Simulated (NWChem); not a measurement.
**Correlation energy of chlorine (Cl₂)**

```
Cl
Cl 1 2.0255
```
Charge 0, spin multiplicity 1.

Everything below was run with NWChem. The geometry was optimised at PBE0/def2-SVP, a minimum by its harmonic frequencies.

Basis set: cc-pVDZ. Each correlation energy counts from its own Hartree-Fock reference.

```csv
method,correlation energy (mHa),difference from CCSD(T)
CCSD,-296.8,+6.4
CR-CCSD(T),-302.1,+1.2
SCS-MP2,-263.9,+39.4
RI-MP2,-271.1,+32.2
CCSD+T(CCSD),-303.4,-0.1
CR-CCSD[T],-302.2,+1.1
CCSD(T),-303.3,0.0
MP2,-271.1,+32.1
```

The values span 39.5 mHa, from CCSD+T(CCSD) (lowest) to SCS-MP2 (highest). 

The correlated methods keep 10 core orbitals frozen. Differences from the coupled-cluster row are differences between methods, not errors against experiment.
